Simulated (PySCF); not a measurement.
# Peak assignment

Bonds: C1-C2 1.342 Å, C2-C3 1.451 Å, C3-C4 1.352 Å, C4-C5 1.456 Å, C5-N6 1.276 Å. C1 carries H7, H8; C2 carries H9; C3 carries H10; C4 carries H11; C5 carries H12; N6 carries H13.

Computed data (PySCF 2.14.0 with density-fitted response routines): coordinates at the PBE0-D3(BJ)/def2-SVP level, σ from GIAO-PBE0/pcSseg-1, spin–spin couplings from B3LYP/pcJ-1 (spin–dipole term only in couplings to heteroatoms). Single conformer, non-relativistic, no solvent model.

Referencing at the same level of theory: $^{13}$C and $^{1}$H vs TMS.

Q: Assign these signals to the numbered atoms. $^{13}$C{$^{1}$H} NMR (computed): δ 170.3 (CH), 146.3 (CH), 140.0 (CH), 138.9 (CH), 130.4 (CH2).

A: 
170.3 → C5, carbon bonded to C, N, H
146.3 → C3, carbon bonded to 2 C, H
140.0 → C4, carbon bonded to 2 C, H
138.9 → C2, carbon bonded to 2 C, H
130.4 → C1, carbon bonded to C, 2 H

C4 and C2 lie closer than the usual error of such a calculation, so a measured spectrum could show them in the other order.

Q: Assign these signals to the numbered atoms. $^{1}$H NMR (300 MHz, computed): δ 10.60 (br s, 1H), 8.85 (dd, J = 10.3, 1.1 Hz, 1H), 7.14 (m, 1H), 6.58 (tq, J = 13.0, 1.1 Hz, 1H), 6.28 (ddq, J = 13.0, 10.3, 1.5 Hz, 1H), 5.65 (m, 1H), 5.64 (m, 1H).

A: 
10.60 → H13, hydrogen on a nitrogen bonded to C
8.85 → H12, hydrogen on a carbon bonded to C, N
7.14 → H9, hydrogen on a carbon bonded to 2 C
6.58 → H10, hydrogen on a carbon bonded to 2 C
6.28 → H11, hydrogen on a carbon bonded to 2 C
5.65 → H8, hydrogen on a carbon bonded to C
5.64 → H7, hydrogen on a carbon bonded to C

H8 and H7 lie closer than the usual error of such a calculation, so a measured spectrum could show them in the other order.

OH and NH positions are those of a molecule without intermolecular hydrogen bonds; in solution they move with solvent, concentration and temperature, and exchange usually removes their couplings. Splittings below 1 Hz are ignored in the labels, and close J values are merged. Unscaled 3J(H,H) at this level run about 10 % above measured values. Shifts are as computed. Against solution values, carbons near 30 ppm lie about +2 ppm off and those near 130 ppm about +5 ppm. Of 1211 compounds with measured shifts, 218 miss one by over three times the rms of a fit or turn the order of signals round; such compounds aren't used in these exercises. Couplings to exchangeable protons are dropped.
